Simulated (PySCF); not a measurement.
Gas-phase reaction: 4 SiCl₃F = SiF₄ + 3 Si + 6 Cl₂

Energies from PySCF, thermal terms from the rigid-rotor harmonic-oscillator model, ideal gas at 1 bar. † marks an energy on the PBE0/def2-TZVP geometry and frequencies; other levels use their own. MP2 and CCSD(T) freeze the core. 6-31G* has spherical d functions here. Open shells (unrestricted): Si (multiplicity 3, electronic degeneracy 9); the rest are closed-shell singlets. Spin-orbit splitting is ignored; it lowers the true energy and changes the entropy of Si. MP2 isn't extrapolated to the basis-set limit; its ΔH°(298 K) is 3400.2 kJ in def2-SVP and 3449.1 kJ in def2-TZVPP. CCSD(T) isn't extrapolated to the basis-set limit; its ΔH°(298 K) is 3225.0 kJ in def2-SVP and 3279.5 kJ in def2-TZVPP. The harmonic model lacks anharmonicity and excited electronic states, which grow with temperature; levels with a mode under 35 cm⁻¹ are left out.

```csv
level,"ΔE electronic, kJ","ΔH°(298 K), kJ","ΔS°(298 K), J/K","ΔG°(1000 K), kJ"
CCSD(T)/def2-SVP†,3247,3225,800,2436
CCSD(T)/def2-TZVPP†,3301,3279,800,2490
HF/6-31G*,3079,3056,813,2252
M06-2X/def2-TZVP†,3367,3346,800,2556
MP2/def2-TZVPP†,3471,3449,800,2660
PBE/def2-SVP,3291,3268,800,2477
PBE/def2-TZVP†,3218,3197,800,2407
PBE0/def2-QZVP†,3298,3276,800,2487
LDA/def2-TZVP†,3494,3473,800,2683
ωB97M-V/def2-TZVP†,3389,3367,800,2578
```
ΔH° is lowest at HF/6-31G* and highest at LDA/def2-TZVP†. No reference value is set beside these.
